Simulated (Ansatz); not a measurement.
## Which is lower?

Two relaxed structures of C2H4B (charge +1), closed shell (PBE0-D4/def2-TZVP; forces vanish, vibrations not checked).

A:

```
atom    x (Å)    y (Å)    z (Å)
  C1  -1.4856  -1.2511  -0.0391
  B2  -0.5053  -0.2301   0.1095
  C3   0.4750   0.7907   0.2596
  H4  -1.9556  -1.4739  -0.9978
  H5   0.8117   1.4041  -0.5770
  H6   0.9423   1.0136   1.2196
  H7  -1.8188  -1.8651   0.7985
```

B:

C1  (-0.087, 0.148, -0.573)
B2  (-1.146, -0.751, -0.194)
C3  (0.793, 0.408, 0.429)
H4  (-1.978, -1.487, 0.189)
H5  (0.023, 0.591, -1.561)
H6  (0.702, -0.024, 1.422)
H7  (1.640, 1.072, 0.272)
(Å)

Computed with Ansatz 0.2.0 (basis: def2-TZVPP); correlated methods freeze the cores. B3LYP uses VWN-RPA correlation.

Which structure is lower at CCSD(T), and by how much? (Judge from chemistry; the value comes from the calculation.)

By the calculation: B, by 67.0 kJ/mol (electronic energy, against the other). By their contacts, A is C₂H₄B ([CH2][B][CH2]), total charge +1 and B is C₂H₄B ([BH][CH][CH2]), total charge +1.

All methods give the same order:

| method | E(B) − E(A) (kJ/mol) |
| --- | --- |
| PBE-D4 | -48.1 |
| r2SCAN-D4 | -54.7 |
| PBE0-D4 | -71.7 |
| B3LYP-D4 | -61.3 |
| wB97M-V | -87.3 |
| HF | -116.2 |
| MP2 | -95.2 |
| CCSD | -82.2 |
| CCSD(T) | -67.0 |

No T1 diagnostic of these runs exceeds 0.027. The T1 diagnostic is large here, which may signal multireference character or strong orbital relaxation, so CCSD(T) is less sure. The restricted Hartree–Fock reference is unstable towards an unrestricted one at one or more of these structures. A large double-excitation amplitude points to some diradical character; no triplet was computed.

Labels in which every atom is bracketed show which atoms are joined, not bond orders.

For scale, one of the runs: CCSD(T)/def2-TZVPP, 149 basis functions, launched by `ansatz run in.yaml --threads 2 --pin off --events-out ev --progress --plain --max-ram 4352MiB`. Hardware: 2 CPU threads of an Arm Neoverse V2, shared host. Wall time 9 s; peak host memory 0.95 GiB.
